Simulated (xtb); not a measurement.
xtb input (GFN2-xTB):

```bash
xtb mol.xyz --gfn 2 --ohess tight --chrg -1 --uhf 0
```
mol.xyz:
```
13

C      0.00229295     0.14359159     0.33207402
H      0.03836738     0.13720564     1.38520313
C     -0.02585513     1.54177480    -0.13391185
H     -0.85826609     2.07784407     0.19467796
H      0.84571150     2.11838340     0.23702843
C      1.28378075    -0.62815273    -0.19264921
H      1.25706343    -0.61616117    -1.21659512
H      2.19410214    -0.14892895     0.20448242
H      1.26455436    -1.66792956     0.20249997
C     -1.28435397    -0.57125400    -0.12036640
H     -1.26914847    -0.60984059    -1.25035561
H     -1.29618564    -1.62135225     0.17367414
H     -2.16841511    -0.08266330     0.22502334
```

Output:

```
           -------------------------------------------------
          |                Calculation Setup                |
           -------------------------------------------------

           -------------------------------------------------
          |                 G F N 2 - x T B                 |
           -------------------------------------------------

        Reference                      10.1021/acs.jctc.8b01176
      * Hamiltonian:
        H0-scaling (s, p, d)           1.850000    2.230000    2.230000
        zeta-weighting                 0.500000
      * Dispersion:
        s8                             2.700000
        a1                             0.520000
        a2                             5.000000
        s9                             5.000000
      * Repulsion:
        kExp                           1.500000    1.000000
        rExp                           1.000000
      * Coulomb:
        alpha                          2.000000
        third order                    shell-resolved
        anisotropic                    true
        a3                             3.000000
        a5                             4.000000
        cn-shift                       1.200000
        cn-exp                         4.000000
        max-rad                        5.000000

          ...................................................
          :                      SETUP                      :
          :.................................................:
          :  # basis functions                  25          :
          :  # atomic orbitals                  25          :
          :  # shells                           17          :
          :  # electrons                        26          :
          :  max. iterations                   250          :
          :  Hamiltonian                  GFN2-xTB          :
          :  restarted?                      false          :
          :  GBSA solvation                  false          :
          :  PC potential                    false          :
          :  electronic temp.          300.0000000     K    :
          :  accuracy                    1.0000000          :
          :  -> integral cutoff          0.2500000E+02      :
          :  -> integral neglect         0.1000000E-07      :
          :  -> SCF convergence          0.1000000E-05 Eh   :
          :  -> wf. convergence          0.1000000E-03 e    :
          :  Broyden damping             0.4000000          :
          :  net charge                         -1          :
          :  unpaired electrons                  0          :
          ...................................................

 iter      E             dE          RMSdq      gap      omega  full diag
   1    -13.3032908 -0.133033E+02  0.360E+00   10.16       0.0  T
   2    -13.4123845 -0.109094E+00  0.195E+00    7.20       1.0  T
   3    -13.4128270 -0.442486E-03  0.119E+00    7.09       1.0  T
   4    -13.4130393 -0.212378E-03  0.124E-01    6.92       1.0  T
   5    -13.4130438 -0.441319E-05  0.569E-02    6.93       1.0  T
   6    -13.4130479 -0.410177E-05  0.993E-03    6.94       2.8  T
[...]
    10   6 C       11   1 H                                       1.0894203
    10   6 C       12   1 H                                       1.0976808
    10   6 C       13   1 H                                       1.0900058

 * 2 distinct bonds (by element types)

   Z      Z             #   av. dist./Å        max./Å        min./Å
   1 H    6 C           7     1.0987982     1.1374914     1.0893941
   6 C    6 C           2     1.5331601     1.5333198     1.5330003

           -------------------------------------------------
          |               Frequency Printout                |
           -------------------------------------------------
 projected vibrational frequencies (cm⁻¹)
eigval :       -0.00    -0.00     0.00     0.00     0.00     0.00
eigval :      185.38   222.33   272.83   351.14   359.37   447.95
eigval :      803.03   886.14   912.56   966.53  1009.39  1032.71
eigval :     1132.89  1175.10  1225.59  1303.86  1338.11  1382.87
eigval :     1395.02  1505.69  1510.55  1517.67  1526.74  1561.69
eigval :     2310.58  2433.27  2511.84  2876.08  2887.63  2985.54
eigval :     2992.08  2999.44  3003.28
 reduced masses (amu)
   1:  9.44   2:  9.98   3:  9.72   4:  8.79   5:  9.37   6:  8.42   7:  1.25   8:  1.64
   9:  1.66  10:  8.33  11:  7.68  12:  7.67  13:  8.45  14:  6.77  15:  2.80  16:  3.51
  17:  3.47  18:  6.69  19:  6.47  20:  6.49  21:  3.96  22:  4.30  23:  4.29  24:  3.47
  25:  3.12  26:  1.64  27:  1.62  28:  1.61  29:  1.60  30:  2.04  31:  1.60  32:  1.93
  33:  1.44  34:  1.73  35:  1.71  36:  1.93  37:  1.86  38:  1.43  39:  1.47
 IR intensities (km·mol⁻¹)
   1: 14.47   2: 13.40   3: 20.18   4: 20.38   5: 10.40   6:  6.01   7:  1.83   8:  2.15
   9:  7.19  10: 13.53  11: 11.41  12:  9.54  13: 29.28  14: 13.83  15:  0.26  16:  0.00
  17: 12.23  18: 16.02  19: 21.94  20: 11.12  21:  3.61  22: 82.90  23: 33.64  24:  1.00
  25:  5.41  26:  1.63  27:  3.32  28:  1.91  29: 10.31  30: 69.06  31:586.74  32:778.83
  33:492.23  34:  2.31  35:366.13  36: 77.72  37:107.43  38: 81.46  39: 87.19
 Raman intensities (Ä⁴*amu⁻¹)
   1:  0.00   2:  0.00   3:  0.00   4:  0.00   5:  0.00   6:  0.00   7:  0.00   8:  0.00
   9:  0.00  10:  0.00  11:  0.00  12:  0.00  13:  0.00  14:  0.00  15:  0.00  16:  0.00
  17:  0.00  18:  0.00  19:  0.00  20:  0.00  21:  0.00  22:  0.00  23:  0.00  24:  0.00
  25:  0.00  26:  0.00  27:  0.00  28:  0.00  29:  0.00  30:  0.00  31:  0.00  32:  0.00
  33:  0.00  34:  0.00  35:  0.00  36:  0.00  37:  0.00  38:  0.00  39:  0.00
Molecule has the following symmetry elements: (sigma)
It seems to be the Cs point group
 output can be read by thermo (or use thermo option).
 writing <g98.out> molden fake output.
 recommended (thermochemical) frequency scaling factor: 1.0
           -------------------------------------------------
          |             Thermodynamic Functions             |
           -------------------------------------------------

cs  symmetry found (for desy threshold:  0.10E+00) used in thermo

          ...................................................
          :                      SETUP                      :
          :.................................................:
          :  # frequencies                          33      :
          :  # imaginary freq.                       0      :
          :  linear?                             false      :
          :  only rotor calc.                    false      :
          :  symmetry                               cs      :
          :  rotational number                       1      :
          :  scaling factor                  1.0000000      :
          :  rotor cutoff                   50.0000000 cm⁻¹ :
          :  imag. cutoff                  -20.0000000 cm⁻¹ :
          :.................................................:

    mode    ω/cm⁻¹     T·S(HO)/kcal·mol⁻¹    T·S(FR)/kcal·mol⁻¹   T·S(vib)
   ------------------------------------------------------------------------
       1    185.38    -0.67787 ( 99.47%)    -0.66802 (  0.53%)    -0.67782
       2    222.33    -0.57843 ( 99.74%)    -0.61423 (  0.26%)    -0.57852
       3    272.83    -0.47055 ( 99.89%)    -0.55365 (  0.11%)    -0.47064
   ------------------------------------------------------------------------

   temp. (K)  partition function   enthalpy   heat capacity  entropy
                                   cal/mol     cal/K/mol   cal/K/mol   J/K/mol
 298.15  VIB   6.47                 1852.811     14.164      9.925
         ROT  0.490E+05              888.752      2.981     24.443
         INT  0.317E+06             2741.563     17.144     34.368
         TR   0.418E+27             1481.254      4.968     38.031
         TOT                        4222.8168    22.1126    72.3992   302.9181

       T/K    H(0)-H(T)+PV         H(T)/Eh          T*S/Eh         G(T)/Eh
   ------------------------------------------------------------------------
    298.15    0.672949E-02    0.118416E+00    0.343992E-01    0.840172E-01
   ------------------------------------------------------------------------

         :::::::::::::::::::::::::::::::::::::::::::::::::::::
         ::                  THERMODYNAMIC                  ::
         :::::::::::::::::::::::::::::::::::::::::::::::::::::
         :: total free energy         -13.140548652730 Eh   ::
         ::.................................................::
         :: total energy              -13.224565807698 Eh   ::
         :: zero point energy           0.111686850573 Eh   ::
         :: G(RRHO) w/o ZPVE           -0.027669695605 Eh   ::
         :: G(RRHO) contrib.            0.084017154968 Eh   ::
         :::::::::::::::::::::::::::::::::::::::::::::::::::::

optimized geometry written to: xtbopt.xyz

           -------------------------------------------------
          | TOTAL ENERGY              -13.224565807698 Eh   |
          | TOTAL ENTHALPY            -13.106149470188 Eh   |
          | TOTAL FREE ENERGY         -13.140548652730 Eh   |
          | GRADIENT NORM               0.000249136478 Eh/α |
          | HOMO-LUMO GAP               8.420729558554 eV   |
           -------------------------------------------------

------------------------------------------------------------------------
------------------------------------------------------------------------
 total:
 SCF:
 ANC optimizer:
Note: The following floating-point exceptions are signalling: IEEE_UNDERFLOW_FLAG IEEE_DENORMAL
normal termination of xtb
 analytical hessian:
```

It need not be the lowest isomer of its formula. Whether it binds its extra electron was not tested at this geometry.
